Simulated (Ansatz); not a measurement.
# Telling isomers of C2H2Al apart by their spectra

These gas-phase data were calculated for one isomer of C2H2Al at B3LYP-D4/def2-TZVP (harmonic, unscaled wavenumbers; equilibrium rotational constants with average atomic masses):

| Quantity | Value |
| --- | --- |
| rotational constants | 295.3, 4.579, 4.509 GHz |
| all wavenumbers above 1500 cm⁻¹ | 3087, 3037, 1691 |
| dipole moment | 1.38 D (PBE0/def2-TZVPD) |

Candidates:

(1) `C=[C][Al]`, a doublet
(2) `C#[C][AlH]`, a doublet

Assign the data to one candidate and say why.

Candidate (1). No mode falls between 3300 and 3560 cm⁻¹, where the ≡C–H stretch of (2) would stand.

The same quantities for all candidates:

```tsv
	rotational constants (GHz)	wavenumbers above 1500 cm⁻¹	dipole (D)	E above the lowest, B3LYP-D4/def2-TZVP (kcal/mol)
(1)	295.3, 4.579, 4.509	3087, 3037, 1691	1.38	0.0
(2)	273.8, 4.937, 4.85	3445, 2086, 1846	0.54	0.6
```

Open shells are spin-unrestricted. Programs: Ansatz 0.2.0.
